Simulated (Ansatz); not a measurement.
A nudged elastic band was laid between two geometries of BH3O2 + H (7 atoms, charge 0, multiplicity 2).

Computed with Ansatz, UKS PBE-D4/def2-SVP.

```
movable images  : 7
climbing image  : yes
spring          : 5.0 eV/Å²
optimiser       : quadratic models (default)
start path      : through a guess of the saddle point
force threshold : 0.05 eV/Å
iteration limit : 60
end points      : relaxed
```

First end point:

```xyz
7
Properties=species:S:1:pos:R:3
B 0.108 -0.284 -0.141
H -0.013 -0.058 1.051
O 1.371 -0.319 -0.650
H 1.358 -0.506 -1.609
O -0.961 -0.500 -0.974
H -1.809 -0.451 -0.502
H -0.264 0.319 3.899
```

Last end point:

```xyz
7
Properties=species:S:1:pos:R:3
B 0.055 -0.369 -0.530
H -0.047 0.088 2.210
O 1.108 -0.461 -1.382
H 1.958 -0.348 -0.924
O -1.216 -0.496 -0.989
H -1.870 -0.417 -0.274
H -0.197 0.205 2.962
```

Q: Which bonds break or form, and what moves?

A: Bonds broken: B1–H2. Bonds formed: H2–H7. BH3O2 + H becomes BH2O2 + H2.

Q: Give the energies along the band, and the barrier.

A: The run converged. The highest image is number 4 of 0 to 8, 44.9 kJ/mol above the first end and 31.4 kJ/mol above the last; the last end lies 13.5 kJ/mol above the first. The profile has 2 maxima (images 2, 4) with wells between them (image 3): this band takes more than one step, which may be the mechanism or a detour left from its start path. A vibrational analysis at the climbing image gives one clearly imaginary mode, 563i cm⁻¹: a first-order saddle point.

| image | path coordinate (Å) | energy (kJ/mol) | B1–H2 (Å) | H2–H7 (Å) |
| --- | --- | --- | --- | --- |
| 0 | 0.00 | 0.0 | 1.22 | 2.88 |
| 1 | 1.09 | 5.0 | 1.24 | 1.91 |
| 2 | 2.17 | 17.8 | 2.42 | 0.78 |
| 3 | 3.26 | 16.3 | 2.72 | 0.77 |
| 4 | 4.35 | 44.9 | 2.80 | 0.77 |
| 5 | 4.64 | 33.9 | 2.84 | 0.77 |
| 6 | 4.93 | 18.7 | 2.92 | 0.77 |
| 7 | 5.22 | 13.8 | 2.89 | 0.77 |
| 8 | 5.50 | 13.5 | 2.78 | 0.77 |

Q: What is the geometry of the highest image?

A: 
```xyz
7
Properties=species:S:1:pos:R:3
B 0.024 -0.166 -0.457
H -0.068 0.063 2.330
O 1.223 -0.024 -1.083
H 1.743 -0.838 -1.203
O -1.129 -0.455 -1.115
H -1.887 -0.474 -0.502
H -0.115 0.095 3.103
```

The band took 39 iterations and of the order of 7 core-minutes.

Run time: 7.4 min on 1 thread of Arm Neoverse V2 (shared host), peak memory 0.12 GiB.
